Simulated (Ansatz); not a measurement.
`[SiH3][SiH2][SiH3]` → H• + `[SiH3][SiH][SiH3]`• at 700 K and 1 bar (homolysis of the H–Si bond).

Computed with Ansatz on PBE0-D4/def2-TZVP structures; ΔE is electronic, products minus reactants. CCSD(T)/CBS adds triple-zeta CCSD(T) − MP2 to the extrapolated MP2 energy (def2 sets, frozen cores). This one scheme is used for every species, atoms too. Open shells (•) are unrestricted, without spin–orbit coupling.

| species | CCSD(T)/CBS energy (Eh) | H − E (kJ/mol) | S (J/(mol·K)) |
| --- | --- | --- | --- |
| `[SiH3][SiH2][SiH3]` | -872.02658 | 258.7 | 476.9 |
| H• | -0.50000 | 14.6 | 132.5 |
| `[SiH3][SiH][SiH3]`• | -871.38122 | 230.7 | 480.9 |

H − E and S are ideal-gas, rigid-rotor, harmonic terms from PBE0-D4/def2-TZVP, with the whole ground term of open shells counted as degenerate. 1 Eh = 2625.50 kJ/mol, R = 8.31446 J/(mol·K).

By hand: ΔE, ΔH, ΔS and ΔG.

ΔE = (-0.50000) + (-871.38122) − (-872.02658) = 0.14536 Eh = 381.6 kJ/mol. Δ(H − E) = 14.6 + 230.7 − 258.7 = -13.4, so ΔH = 368.2 kJ/mol. ΔS = 132.5 + 480.9 − 476.9 = 136.5 J/(mol·K). ΔG = 368.2 − 700 × (136.5)/1000 = 272.6 kJ/mol.

By hand: the equilibrium constant, and the temperature at which ΔG would vanish if ΔH and ΔS stayed fixed.

log₁₀ K = −ΔG/(RT ln 10) = -20.3. ΔG = 0 at ΔH/ΔS = 2697 K, far beyond where these terms or the molecules hold.

The number of gas molecules changes by +1, which sets the sign of ΔS. A doubt of 5 kJ/mol in ΔE shifts log₁₀ K by 0.4 here. These are equilibria of isolated gas molecules and say nothing of rates. Largest T1 diagnostic: 0.015 (customary marks: 0.02 for closed shells, 0.045 for open ones).
